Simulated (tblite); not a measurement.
1,1,1-trichloro-2-fluoroethane, C2H2Cl3F.
Bonds: F1–C2, C2–C3, C3–Cl4, C3–Cl5, C3–Cl6. Hydrogens: H7, H8 on C2.

Computed with GFN2-xTB (tblite), gas phase: Langevin dynamics at 300 K from the optimised GFN2-xTB geometry, time step 0.5 fs, friction 0.01 fs⁻¹, 2000 steps. Over the second half of the run the saved frames average 292 K.

The optimised geometry, where the run starts:
```
atom  x, y, z in Å
F1      1.275   -1.284   -0.015
C2      0.836    0.003   -0.004
C3     -0.689    0.049   -0.002
Cl4    -1.340   -0.757    1.439
Cl5    -1.344   -0.733   -1.454
Cl6    -1.181    1.757    0.012
H7      1.225    0.495   -0.902
H8      1.227    0.480    0.901
```

t = 150 fs, T = 203 K, E(pot) 0.216 eV above the start
```
atom  x, y, z in Å  |  force x, y, z in eV/Å
F1      1.052   -1.437   -0.052   -0.347   0.189   0.196
C2      0.740   -0.104    0.016    0.263  -0.192   1.226
C3     -0.764    0.160    0.162    0.490  -1.127  -0.309
Cl4    -1.177   -0.560    1.737   -0.530   0.412   0.051
Cl5    -1.673   -0.738   -1.118    0.104   0.338   0.266
Cl6    -0.997    1.886   -0.016   -0.281  -0.034   0.285
H7      1.090    0.293   -0.920    0.448   0.617  -0.195
H8      1.207    0.278    0.994   -0.146  -0.203  -1.521
```

t = 175 fs, T = 203 K, E(pot) 0.178 eV above the start
```
atom  x, y, z in Å  |  force x, y, z in eV/Å
F1      1.004   -1.475   -0.028    0.291   0.352  -0.082
C2      0.791   -0.107   -0.128   -0.243  -1.315   1.007
C3     -0.687    0.085    0.112   -1.155   0.777  -0.369
Cl4    -1.240   -0.484    1.689    0.258   0.149  -0.155
Cl5    -1.699   -0.808   -1.133    0.616   0.671   0.493
Cl6    -0.999    1.909    0.007    0.057  -1.071  -0.056
H7      1.056    0.151   -1.147    0.280   0.418   0.019
H8      1.355    0.338    0.725   -0.105   0.019  -0.858
```

t = 300 fs, T = 332 K, E(pot) 0.148 eV above the start
```
atom  x, y, z in Å  |  force x, y, z in eV/Å
F1      0.939   -1.836    0.079   -0.417   1.134  -0.136
C2      0.704   -0.464   -0.115    1.469  -0.788   0.779
C3     -0.739   -0.100    0.080   -0.429  -0.663   0.205
Cl4    -1.118   -0.409    1.836   -0.074   0.195  -0.397
Cl5    -1.830   -1.109   -0.895    0.049  -0.040  -0.028
Cl6    -1.010    1.571   -0.328    0.052   0.328   0.053
H7      1.206   -0.221   -1.053   -0.578   0.046  -0.373
H8      1.278    0.058    0.677   -0.071  -0.212  -0.103
```

t = 325 fs, T = 278 K, E(pot) 0.146 eV above the start
```
atom  x, y, z in Å  |  force x, y, z in eV/Å
F1      0.961   -1.835    0.101    0.249   0.651   0.024
C2      0.742   -0.494   -0.177   -0.453  -1.618  -0.510
C3     -0.732   -0.209    0.104    0.476   0.502  -0.647
Cl4    -1.139   -0.387    1.776   -0.013  -0.191   0.819
Cl5    -1.836   -1.176   -0.858   -0.090  -0.340  -0.324
Cl6    -0.936    1.486   -0.344   -0.194   0.668  -0.184
H7      1.076   -0.341   -1.205   -0.563  -0.087  -0.343
H8      1.378    0.126    0.399    0.588   0.416   1.166
```

t = 425 fs, T = 423 K, E(pot) 0.335 eV above the start
```
atom  x, y, z in Å  |  force x, y, z in eV/Å
F1      0.855   -1.908    0.005    0.587  -1.740  -0.429
C2      0.772   -0.629   -0.328   -1.411   0.573  -0.892
C3     -0.764   -0.280   -0.213    1.487   1.088  -0.044
Cl4    -1.190   -0.466    1.490   -0.304  -0.221   0.214
Cl5    -1.861   -1.058   -1.274   -0.258  -0.820  -0.364
Cl6    -0.847    1.450   -0.610   -0.017   0.665  -0.011
H7      1.267   -0.350   -1.305   -0.756  -0.684   0.683
H8      1.257   -0.135    0.470    0.673   1.139   0.844
```

t = 650 fs, T = 341 K, E(pot) 0.198 eV above the start
```
atom  x, y, z in Å  |  force x, y, z in eV/Å
F1      0.988   -1.905   -0.308   -0.053   0.321  -0.735
C2      0.724   -0.567   -0.538    0.745  -0.224   0.327
C3     -0.756   -0.356   -0.186    0.564   0.792  -1.214
Cl4    -1.043   -0.698    1.446   -0.384  -0.338   1.038
Cl5    -1.758   -1.331   -1.311    0.069  -0.108   0.244
Cl6    -1.177    1.366   -0.540    0.136  -0.054   0.104
H7      0.918   -0.251   -1.594   -0.077  -0.644   0.647
H8      1.488   -0.094    0.139   -1.000   0.255  -0.411
```

t = 700 fs, T = 350 K, E(pot) 0.218 eV above the start
```
atom  x, y, z in Å  |  force x, y, z in eV/Å
F1      1.105   -1.795   -0.155    0.219  -1.716   0.389
C2      0.727   -0.542   -0.372    2.101   0.991  -0.341
C3     -0.705   -0.353   -0.173   -1.489   0.047  -0.695
Cl4    -1.067   -0.702    1.470   -0.479   0.137   1.049
Cl5    -1.584   -1.556   -1.168   -0.203   0.182  -0.243
Cl6    -1.165    1.323   -0.655    0.019  -0.412   0.180
H7      1.118   -0.310   -1.356   -0.295   0.339  -0.662
H8      1.291    0.057    0.342    0.126   0.431   0.323
```

t = 850 fs, T = 312 K, E(pot) 0.223 eV above the start
```
atom  x, y, z in Å  |  force x, y, z in eV/Å
F1      1.144   -1.732    0.211   -0.459   0.713  -0.032
C2      0.680   -0.416    0.153    0.698  -0.986   1.399
C3     -0.830   -0.341    0.058    0.338  -1.132   0.996
Cl4    -1.528   -0.653    1.717   -0.002   0.351  -0.159
Cl5    -1.311   -1.726   -0.889   -0.650  -0.217  -0.812
Cl6    -1.311    1.190   -0.548   -0.344   0.471  -0.243
H7      1.143    0.006   -0.703    0.453   0.562  -0.801
H8      1.034    0.016    1.105   -0.033   0.238  -0.347
```

t = 950 fs
```
atom  x, y, z in Å
F1      1.149   -1.439    0.712
C2      0.567   -0.396    0.116
C3     -0.988   -0.503    0.057
Cl4    -1.651   -0.772    1.742
Cl5    -1.544   -1.762   -1.052
Cl6    -1.732    0.980   -0.532
H7      0.970   -0.355   -0.885
H8      0.835    0.496    0.744
```

**Question.** Estimate the potential energy and the forces of this last frame.

**Answer.** 0.129 eV above the start.

```csv
atom,Fx (eV/Å),Fy (eV/Å),Fz (eV/Å)
F1,0.002,-0.822,0.384
C2,-0.868,1.127,0.523
C3,0.154,-0.156,0.564
Cl4,0.328,-0.108,-0.614
Cl5,0.197,-0.326,0.211
Cl6,0.310,0.382,0.017
H7,0.092,0.294,-0.471
H8,-0.215,-0.391,-0.615
```

The bond farthest from its length at the start is C3–Cl4 (1.830 against 1.775 Å), and half the difference of its two atoms' forces along it is -0.58 eV/Å (positive lengthens). The largest atomic force is 1.52 eV/Å.

What follows is the cost of the whole dynamics run. Cost: about 30 s of CPU time on one thread; the machine was shared, so the figure is rough.
